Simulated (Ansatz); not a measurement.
# H₂S ··· CH₆Si

The pair of H₂S (SMILES S, atoms 1–3) and CH₆Si (SMILES C[SiH3], atoms 4–11), both closed shells, in one local arrangement (a lower one may exist), relaxed at PBE0-D4/def2-TZVP:

```xyz
11
angstrom
S -0.9676 -0.3759 -3.3840
H 0.3040 -0.7674 -3.2120
H -0.6634 0.9051 -3.1272
C 0.4469 0.1412 2.1523
Si -0.0916 -0.0731 0.3724
H 1.4252 0.6237 2.2088
H 0.5166 -0.8257 2.6558
H -0.2673 0.7579 2.7025
H -0.1742 1.2514 -0.3023
H -1.4227 -0.7288 0.3003
H 0.8942 -0.9086 -0.3664
```

Computed with Ansatz 0.2.0 (basis: def2-TZVPPD, with def2-QZVPPD for the basis limit); correlated methods freeze the cores. B3LYP uses VWN-RPA correlation. Extrapolation: Hartree–Fock as exp(−7.88 √X), correlation as X^−2.97. Interaction energies count from these two fragments, frozen as in the pair, with the counterpoise correction; negative means bound.

Task: What is the interaction energy by CCSD(T) at an estimated basis limit (MP2 extrapolated from triple and quadruple zeta, plus CCSD(T) − MP2 in triple zeta)? (Judge from chemistry; the value comes from the calculation.)

Result: The calculation gives: -4.8 kJ/mol. Hartree–Fock alone gives 3.4 kJ/mol at the basis limit, so without correlation the pair would not bind at this distance. It counts from the two fragments frozen as in the pair.

The same quantity by other methods in triple zeta, and each one's difference from that estimate:
| method | E_int (kJ/mol) | difference |
| --- | --- | --- |
| PBE-D4 | -5.8 | -1.1 |
| revPBE-D4 | -4.0 | 0.7 |
| BLYP-D4 | -3.8 | 1.0 |
| r2SCAN-D4 | -4.5 | 0.2 |
| B97M-V | -5.0 | -0.3 |
| PBE0-D4 | -5.4 | -0.6 |
| B3LYP-D4 | -4.5 | 0.3 |
| HSE06-D4 | -5.4 | -0.6 |
| wB97X-V | -4.7 | 0.0 |
| wB97M-V | -4.9 | -0.1 |
| B2PLYP | -0.4 | 4.4 |
| HF | 3.4 | 8.2 |
| MP2 | -3.8 | 0.9 |
| CCSD | -2.5 | 2.2 |
| CCSD(T) | -3.6 | 1.2 |
Differences are method less estimate.

Basis-set superposition shift (counterpoise-corrected less uncorrected): CCSD(T) 1.3; MP2 1.2; HF 0.2; PBE0-D4 0.2; wB97M-V 0.3 kJ/mol.

T1 diagnostic: at most 0.011.

For scale, one of the runs: CCSD(T)/def2-TZVPPD, 272 basis functions, launched by `ansatz run in.yaml --threads 4 --pin off --events-out ev --progress --plain --max-ram 9574MiB`. Hardware: 4 CPU threads of an INTEL XEON PLATINUM 8581C, shared host. Wall time 47 s; peak host memory 6.7 GiB.
